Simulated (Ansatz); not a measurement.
Geometry optimisation, RKS B3LYP-D4/6-31G* in Ansatz.

input.yaml

```yaml
crystal:
  periodic: [false, false, false]
  atoms:
    - { symbol: B, position_ang: [0.034467, -0.260814, -0.004277] }
    - { symbol: H, position_ang: [-0.061683, -0.568814, 1.14685] }
    - { symbol: H, position_ang: [1.088431, 0.041112, -0.475374] }
    - { symbol: O, position_ang: [-1.036172, -0.330973, -0.837397] }
    - { symbol: H, position_ang: [-1.834927, -0.621787, -0.374277] }
    - { symbol: "N", position_ang: [-0.310437, 2.198053, 1.183329] }
    - { symbol: H, position_ang: [-1.063452, 2.17794, 0.498139] }
    - { symbol: H, position_ang: [0.550509, 2.383727, 0.674443] }
    - { symbol: H, position_ang: [-0.233236, 1.242955, 1.579464] }
basis:
  gaussian: { orbitals: "6-31G*" }
hamiltonian:
  xc: b3lyp
  dispersion: d4
relax:
  f_tol: 0.03
  max_steps: 50
```

Command:

```bash
$ ansatz run input.yaml --threads 1 --pin off --max-ram 2048MiB --backend cpu --events-out ev --progress --plain --runs-dir out
```

Where does it end, and by what steps?

The forces met the threshold. After 11 steps the energy has fallen by 0.099 eV; H9 moved furthest, 0.51 Å.

```
step  energy less start (eV)  largest force component (eV/Å)  accepted
   0                  0.0000                           0.942       yes
   1                 -0.0759                           0.466       yes
   2                 -0.0327                           1.053        no
   3                 -0.0893                           0.227       yes
   4                 -0.0944                           0.198       yes
   5                 -0.0922                           0.189        no
   6                 -0.0969                           0.130       yes
   7                 -0.0983                           0.077       yes
   8                 -0.0982                           0.047        no
   9                 -0.0986                           0.032       yes
  10                 -0.0985                           0.051        no
  11                 -0.0988                           0.009       yes
```

```xyz
9
Properties=species:S:1:pos:R:3
B 0.043 -0.359 -0.059
H 0.009 -0.857 1.034
H 1.053 0.056 -0.542
O -1.070 -0.302 -0.836
H -1.846 -0.686 -0.402
N -0.325 2.359 1.156
H -0.992 2.077 0.441
H 0.595 2.333 0.721
H -0.333 1.641 1.878
```

Whether the end is a true minimum wasn't checked by a vibrational analysis.

Time of the run: 12 s on 1 thread of Intel(R) Xeon(R) 6975P-C (Granite Rapids) (shared host), peak memory 0.14 GiB.
